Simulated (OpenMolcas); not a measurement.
# SiNH4F (SMILES N[SiH2]F) at 6 levels

We compute a comparison of 6 runs (HF/STO-3G, B2PLYP/aug-cc-pVDZ, PBE/aug-cc-pVDZ, SVWN5/aug-cc-pVDZ, r2SCAN/aug-cc-pVDZ, MP2/aug-cc-pVDZ) of SiNH4F. 

The calculation is run with OpenMolcas 26.06.

## 1. The structure to begin with

SiNH4F: 7 atoms, total charge 0, spin state singlet. As SMILES, `N[SiH2]F`. The N1–H5 distance was set to 1.308 Å, away from the relaxed value.

Bond lengths: N1–Si2 1.696 Å, Si2–F3 1.605 Å, N1–H4 1.006 Å, Si2–H6 1.479 Å, Si2–H7 1.479 Å. Angles: N1–Si2–F3 114.6°, N1–Si2–H6 108.3°, N1–Si2–H7 108.3°, F3–Si2–H6 105.8°, F3–Si2–H7 105.8°, Si2–N1–H4 122.0°, H6–Si2–H7 114.0°. A long bond or contact: N1–H5 1.308 Å.

## 2. The energy at HF/STO-3G (run 1)

Input file mol.xyz:

```xyz
7

N     -0.485305     0.286653    -0.735234
Si     0.807295    -0.168047     0.263366
F      0.791295    -1.706247     0.719766
H     -0.510405     0.052753    -1.713634
H     -1.682200     0.513500    -0.258400
H      0.732095     0.623853     1.510666
H      2.065595     0.015653    -0.492334
```

Input file mol.inp:

```
&GATEWAY
BASLIB
$CurrDir
COORD
mol.xyz
BASIS
STO-3G
GROUP
NoSym
&SEWARD
&SCF
THRESHOLDS
1e-10 1e-07 1e-07 1e-05
PRORBITALS
1
```

The basis set STO-3G is read from a file made from the Basis Set Exchange's data (not shown).

Started as:

```bash
$ export MOLCAS_MEM=1860
$ pymolcas mol.inp > mol.log
```

Standard output:

```text
--- Start Module: gateway ---
[...]
--- Stop Module: gateway /rc=_RC_ALL_IS_WELL_ ---
--- Start Module: seward ---
[...]
      Basis functions           23
--- Stop Module: seward /rc=_RC_ALL_IS_WELL_ ---
--- Start Module: scf ---
[...]
       Convergence after  11 Iterations
[...]
::    Total SCF energy                               -439.6720924919
[...]
      Total spin, S                                     0.0000000000
[...]
      Total electronic charge=   34.000000
      Total            charge=   -0.000000
[...]
      Dipole Moment (debye):
      Origin of the operator (angstrom)=    0.4835   -0.4905    0.1505
                   X= -4.3177E-01               Y=  5.1795E-01               Z= -5.1536E-01           Total=  8.4870E-01
      Quadrupole Moment (debye*angstrom):
[...]
--- Stop Module: scf /rc=_RC_ALL_IS_WELL_ ---
[...]
```

Run time: 1.8 s. Hardware: 1 thread of Intel Xeon Platinum 8488C (Sapphire Rapids), shared host; peak memory 0.37 GiB.

## 3. A single-point energy at B2PLYP/aug-cc-pVDZ (run 2)

Input file run.input:

```
&GATEWAY
 BasLib=$CurrDir
 BasisSet
 N.aug-cc-pVDZ....
 N1 -0.485305 0.286653 -0.735234 angstrom
 End of Basis
 BasisSet
 Si.aug-cc-pVDZ....
 Si2 0.807295 -0.168047 0.263366 angstrom
 End of Basis
 BasisSet
 F.aug-cc-pVDZ....
 F3 0.791295 -1.706247 0.719766 angstrom
 End of Basis
 BasisSet
 H.aug-cc-pVDZ....
 H4 -0.510405 0.052753 -1.713634 angstrom
 H5 -1.682200 0.513500 -0.258400 angstrom
 H6 0.732095 0.623853 1.510666 angstrom
 H7 2.065595 0.015653 -0.492334 angstrom
 End of Basis

&SEWARD
 GridInput
 Grid=UltraFine
 End of Grid

&SCF
 KSDFT=B2PLYP_SCF
 Thresholds=1e-10 1e-07 1e-07 1e-05
 PrOrbitals=1 2

&MBPT2
 Frozen=7
```

The basis set aug-cc-pVDZ is read from a file made from the Basis Set Exchange's data (not shown).

Started as:

```bash
$ export MOLCAS_MEM=1860
$ pymolcas run.input > run.log
```

Standard output:

```text
--- Start Module: gateway ---
[...]
--- Stop Module: gateway /rc=_RC_ALL_IS_WELL_ ---
[...]
      Basis functions          109
[...]
--- Start Module: scf ---
[...]
       Convergence after  13 Iterations
[...]
::    Total KS-DFT energy                            -446.1396727095
[...]
      Total spin, S                                     0.0000000000
[...]
      Total electronic charge=   34.000000
      Total            charge=   -0.000000
[...]
      Dipole Moment (debye):
      Origin of the operator (angstrom)=    0.4835   -0.4905    0.1505
                   X= -1.2347E+00               Y=  1.2262E+00               Z= -1.0178E+00           Total=  2.0159E+00
      Quadrupole Moment (debye*angstrom):
[...]
--- Stop Module: scf /rc=_RC_ALL_IS_WELL_ ---
[...]
--- Start Module: mbpt2 ---
[...]
 ###    WARNING: MP2 implementation intended for RHF references only         ###
 ###############################################################################
MBPT2 WARNING: Reference function according to RunFile:KS-DFT
I'll assume you know what you're doing and continue
WARNING!
Default frozen orbitals as non valence orbitals is overwritten by user input.
Default values:   4
[...]
       Reference weight ( Cref**2 )         =        0.80817
::    Total MBPT2 energy                             -446.7526283329
[...]
      Total MBPT2 calculations                           0.45      0.53
--- Stop Module: mbpt2 /rc=_RC_ALL_IS_WELL_ ---
[...]
```

Run time: 35 s. Hardware: 1 thread of Intel Xeon Platinum 8488C (Sapphire Rapids), shared host; peak memory 0.64 GiB.

Runs 3 to 5 aren't shown in full; the table further down has their settings and results.

## 4. A single-point energy at MP2/aug-cc-pVDZ (run 6)

Input file mol.inp:

```
&GATEWAY
 BasLib=$CurrDir
 Coord
 7
 angstrom
 N       -0.485305       0.286653      -0.735234
 Si       0.807295      -0.168047       0.263366
 F        0.791295      -1.706247       0.719766
 H       -0.510405       0.052753      -1.713634
 H       -1.682200       0.513500      -0.258400
 H        0.732095       0.623853       1.510666
 H        2.065595       0.015653      -0.492334
 Basis=aug-cc-pVDZ
 Group=NoSym

&SEWARD

&SCF
 Thresholds=1e-10 1e-07 1e-07 1e-05
 PrOrbitals=1

&MBPT2
 Frozen=7
```

The basis set aug-cc-pVDZ is read from a file made from the Basis Set Exchange's data (not shown).

Started as:

```bash
$ export MOLCAS_MEM=1860
$ pymolcas mol.inp > mol.log
```

Standard output:

```text
--- Start Module: gateway ---
[...]
--- Stop Module: gateway /rc=_RC_ALL_IS_WELL_ ---
[...]
      Basis functions          109
[...]
--- Start Module: scf ---
[...]
       Convergence after  13 Iterations
[...]
::    Total SCF energy                               -445.2078388458
[...]
      Total spin, S                                     0.0000000000
[...]
      Total electronic charge=   34.000000
      Total            charge=   -0.000000
[...]
      Dipole Moment (debye):
      Origin of the operator (angstrom)=    0.4835   -0.4905    0.1505
                   X= -1.2424E+00               Y=  1.2610E+00               Z= -1.0288E+00           Total=  2.0475E+00
      Quadrupole Moment (debye*angstrom):
[...]
--- Stop Module: scf /rc=_RC_ALL_IS_WELL_ ---
[...]
--- Start Module: mbpt2 ---
[...]
WARNING!
Default frozen orbitals as non valence orbitals is overwritten by user input.
Default values:   4
[...]
       Reference weight ( Cref**2 )         =        0.86807
::    Total MBPT2 energy                             -445.7110804414
[...]
      Total MBPT2 calculations                           0.58      0.65
--- Stop Module: mbpt2 /rc=_RC_ALL_IS_WELL_ ---
[...]
```

Run time: 13 s. Hardware: 1 thread of Intel Xeon Platinum 8488C (Sapphire Rapids), shared host; peak memory 0.64 GiB.

## 5. All runs side by side

```csv
run,level,frozen core orbitals,integration grid,energy (Eh),dipole moment (D) of the reference,HOMO energy (eV),LUMO energy (eV),wall time
1,HF/STO-3G,–,–,-439.672092,0.85,-8.37,10.86,1.8 s
2,B2PLYP/aug-cc-pVDZ,7,UltraFine,-446.305171,2.02,-9.37,-0.13,35 s
3,PBE/aug-cc-pVDZ,–,UltraFine,-446.231845,1.97,-6.56,-1.73,34 s
4,SVWN5/aug-cc-pVDZ,–,UltraFine,-444.280509,2.05,-6.70,-1.79,21 s
5,r2SCAN/aug-cc-pVDZ,–,UltraFine,-446.448955,1.98,-6.84,-1.23,44 s
6,MP2/aug-cc-pVDZ,7,–,-445.711080,2.05,-11.67,0.84,13 s
```

## 6. Summary of results

```
                                          quantity          value
                               run 6: total energy  -445.71108 Eh
         run 6: dipole moment (mean-field density)         2.05 D
        run 6: HOMO energy (Hartree–Fock orbitals)      -11.67 eV
        run 6: LUMO energy (Hartree–Fock orbitals)        0.84 eV
      run 6: HOMO–LUMO gap (Hartree–Fock orbitals)       12.51 eV
run 6: correlation energy (7 core orbitals frozen)     -503.2 mEh
```

In words: Over runs 1, 2, 3, 4, 5 the dipole moment (its size) runs from 0.85 D (HF/STO-3G) to 2.05 D (SVWN5/aug-cc-pVDZ). The two ends differ in method and basis. Over runs 1, 2, 3, 4, 5 the HOMO–LUMO gap runs from 4.83 eV (PBE/aug-cc-pVDZ) to 19.23 eV (HF/STO-3G). For B2PLYP the log adds the whole second-order term; the table takes 0.27 of it, as the functional is defined. Totals of different functionals can't be ranked against each other. In run 1 the basis is minimal, so the values are rough. All runs together took 2.5 min, the longest 44 s.
